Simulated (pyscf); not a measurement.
Thermochemistry of product channels of HI (SMILES I) + CH₃• (SMILES [CH3]) on the doublet surface, in kcal/mol, from ωB97M-D3(BJ)/def2-TZVP energies (ideal gas, 1 atm, RRHO with modes under 100 cm⁻¹ raised to 100, one conformer, R ln 2 for rigid chiral ones). Structures and frequencies: ωB97X-D3(BJ)/def2-SVP in PySCF.

```csv
products,ΔE,ΔH(298 K),ΔG(298 K),ΔG(600 K)
I• (SMILES [I]) + CH₄ (SMILES C),___,-30.0,-27.1,___
H₃C–I (SMILES CI) + H• (SMILES [H]),___,+14.8,+17.2,+19.7
•H₂C–I (SMILES [CH2]I) + H₂ (SMILES [H][H]),+14.3,+12.7,+13.0,+13.1
```

What belongs in the gaps?


- I• (SMILES [I]) + CH₄ (SMILES C), ΔE: -35.4
- I• (SMILES [I]) + CH₄ (SMILES C), ΔG(600 K): -23.9
- H₃C–I (SMILES CI) + H• (SMILES [H]), ΔE: +14.2

These are energies of the channels, which say nothing of barriers. Left out: orbital degeneracy and the spin-orbit lowering of I, which is large for Br, Se, Te and I. Elements past Kr carry the def2 core potentials, without spin-orbit coupling.
